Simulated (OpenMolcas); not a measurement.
# BF2 (SMILES F[B]F): name the method

BF2 has 3 atoms, charge 0, and is taken as a doublet. As SMILES, `F[B]F`. The coordinates come from a PBE0-D4/def2-TZVP relaxation.

```xyz
3

F     0.5131   -1.0443    0.1600
B     0.2790    0.2405    0.1813
F    -0.8029    0.7389   -0.3546
```

A calculation with OpenMolcas 26.06 gave:

```yaml
total_energy: -224.5813 Eh
dipole_moment: 0.11 D
HOMO_energy: -5.65 eV
LUMO_energy: -2.93 eV
⟨S²⟩: 0.752
largest_force: 0.889 eV/Å
```

Problem. Which of these levels gave the numbers?
A. TPSS/cc-pVTZ
B. M06-2X/cc-pVTZ
C. M06-L/cc-pVTZ
D. revPBE/cc-pVTZ

Solution. D. The others give -224.6756 Eh (TPSS/cc-pVTZ), -224.5931 Eh (M06-2X/cc-pVTZ), -224.6148 Eh (M06-L/cc-pVTZ).
